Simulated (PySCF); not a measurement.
# Converging AlO⁻ in the basis (r²SCAN)

PySCF, UKS reference; singlet, unpaired electrons none; De to Al + O⁻ without counterpoise correction.

```csv
basis,relativity,functions,Re (Å),ωe (cm⁻¹),De (eV),μ (D)
aug-cc-pVDZ-DK,spin-free X2C,50,1.670,926,6.07,-1.03
aug-cc-pV(D+d)Z/aug-cc-pVDZ,no relativity,55,1.651,944,6.23,-0.99
def2-TZVPPD,no relativity,88,1.642,968,6.32,-1.07
```

How does each smaller set differ from the one with most functions, def2-TZVPPD?

aug-cc-pVDZ-DK: +2.8 pm, -4.3 % in ωe, -0.25 eV in De; aug-cc-pV(D+d)Z/aug-cc-pVDZ: +0.9 pm, -2.5 % in ωe, -0.09 eV in De. All at r²SCAN; the set with most functions is neither the basis-set limit nor always the best. The rows treat relativity differently, so the differences are not basis effects alone.

A positive dipole points towards O; it is taken about the centre of mass and depends on that origin. For an ion De counts to the pair picked by the measured ionisation energies or electron affinities, which need not be the lowest pair at this level. The highest Kohn–Sham level is positive in some of these anions. Much of that is self-interaction error, but it also means that the finite basis helps to hold the extra electron.
